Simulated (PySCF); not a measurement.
## Silicon: a sound run and one with changed settings

Sound run: Si [Ne] 3s2 3p2, Si⁺ [Ne] 3s2 3p1. Computed with PySCF 2.14 in cc-pV(D+d)Z (4s3p2d, 23 functions), with no relativity, point nucleus. In the sound run the correlated levels freeze [Ne]. The sound run starts from symmetry-adapted Hartree-Fock orbitals and uses a fine grid where one is needed.

Changed run: scalar relativity by spin-free X2C-1e. This setting is unsound on purpose.

```
species   method  sound run (hartree)  changed run (hartree)  converged
     Si      UHF           -288.85023             -289.39317        yes
     Si     TPSS           -289.38650             -289.92902        yes
     Si     MN15           -289.23493             -289.77719        yes
     Si      MP2           -288.89571             -289.43867        yes
     Si  CCSD(T)           -288.91643             -289.45935        yes
    Si⁺      UHF           -288.56942             -289.11270        yes
    Si⁺     TPSS           -289.08476             -289.62768        yes
    Si⁺     MN15           -288.93841             -289.48108        yes
    Si⁺      MP2           -288.60462             -289.14790        yes
    Si⁺  CCSD(T)           -288.62416             -289.16738        yes
```

Ionisation energy of Si:

| method | sound run (eV) | changed run (eV) |
| --- | --- | --- |
| UHF | 7.641 | 7.632 |
| TPSS | 8.211 | 8.200 |
| MN15 | 8.069 | 8.058 |
| MP2 | 7.921 | 7.912 |
| SCS-MP2 | 7.848 | 7.840 |
| CCSD | 7.942 | 7.934 |
| CCSD(T) | 7.953 | 7.945 |

Most of the change in total energy is the relativistic energy itself. On top of that the contraction fixes the core shape for the Hamiltonian it was made with, so the changed run is not a good calculation with the other Hamiltonian either.

For comparison, NIST gives 8.152 eV between the lowest levels.
